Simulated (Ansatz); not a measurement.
**SOF₂: vertical ionisation energy**

One table from this session's results is given with a row withheld; the runs are named, their logs left out.

Method: unrestricted cation, the program's frozen cores in correlated methods; program: Ansatz 0.2.0, Gaussian basis.

Levels to be run: UKS PBE-D4/def2-TZVPP; UKS r2SCAN-D4/def2-TZVPP; UKS PBE0-D4/def2-TZVPP; UKS B3LYP-D4/def2-TZVPP; UKS wB97X-V/def2-TZVPP; UKS wB97M-V/def2-TZVPP; UKS B2PLYP/def2-TZVPP; UHF-CCSD(T)/def2-TZVPP; UHF-CCSD(T)/def2-QZVPP; extrapolation to the limit; then −ε(HOMO) from the neutral's earlier runs with LDA (SPW92), PBE-D4, revPBE-D4, BLYP-D4, r2SCAN-D4, B97M-V, PBE0-D4, B3LYP-D4, r2SCANh-D4, r2SCAN0-D4, HSE06-D4, BHLYP-D4, CAM-B3LYP-D4, LC-ωPBE, ωB97X-V, ωB97M-V.

## Structure used throughout

All runs share one geometry, relaxed beforehand with PBE0-D4 in a triple-zeta def2 set.

4 atoms, charge 0, spin multiplicity 1.

Atoms are counted from 1 here; the program's logs count them from 0.

Bond lengths: O1–S2 1.419 Å, S2–F3 1.588 Å, S2–F4 1.588 Å. Angles: O1–S2–F3 106.5°, O1–S2–F4 106.5°, F3–S2–F4 93.0°.

Set-up of the first run:

Input file in.yaml:

```yaml
crystal:
  periodic: [false, false, false]
  atoms:
    - {symbol: O, position_ang: [0.932398, 0.066621, -1.017848]}
    - {symbol: S, position_ang: [-0.151269, -0.426192, -0.245659]}
    - {symbol: F, position_ang: [-1.124430, 0.804198, 0.000357]}
    - {symbol: F, position_ang: [0.343312, -0.444627, 1.263140]}
basis:
  gaussian: {orbitals: def2-TZVPP}
total_charge: 1
magnetization: {spin_polarized: true, initial_magnetization: 1}
hamiltonian: {xc: pbe, dispersion: d4}
```

On the command line:

```
> ansatz run in.yaml --threads 2 --pin off --events-out ev --progress --plain --max-ram 32768MiB --backend cpu
```

Among the steps run: Cation, UKS PBE-D4/def2-TZVPP; Cation, UKS r2SCAN-D4/def2-TZVPP; Cation, UKS PBE0-D4/def2-TZVPP; Cation, UKS B3LYP-D4/def2-TZVPP; Cation, UKS wB97X-V/def2-TZVPP; Cation, UKS wB97M-V/def2-TZVPP; Cation, UKS B2PLYP (frozen core)/def2-TZVPP; Cation, UHF-CCSD(T)/def2-TZVPP; Cation, UHF-CCSD(T)/def2-QZVPP.

One of the session's tables, all rows but one given; the rest of the session is left out.

Orbital estimates, from the neutral's runs:

| functional | −ε(HOMO) (eV) |
| --- | --- |
| LDA (SPW92) | 8.31 |
| PBE-D4 | 8.08 |
| revPBE-D4 | 7.99 |
| BLYP-D4 | 8.00 |
| r2SCAN-D4 | 8.42 |
| B97M-V | 8.51 |
| PBE0-D4 | 9.66 |
| B3LYP-D4 | 9.44 |
| r2SCANh-D4 | 9.01 |
| r2SCAN0-D4 | 9.90 |
| HSE06-D4 | 9.25 |
| BHLYP-D4 | ? |
| CAM-B3LYP-D4 | 11.15 |
| LC-ωPBE | 12.45 |
| ωB97X-V | 12.09 |
| ωB97M-V | 12.00 |

Estimate the missing values for BHLYP-D4.

Worked estimate for «−ε(HOMO) (eV)». Against the share of exact exchange, BLYP-D4 (0, 8.00), B3LYP-D4 (0.2, 9.44) give a slope of 7.20 per unit share; at 0.5 the line stands at 11.60.

**Answer.** −ε(HOMO) (eV): 11.20. In «−ε(HOMO) (eV)» the line misses by +0.40.
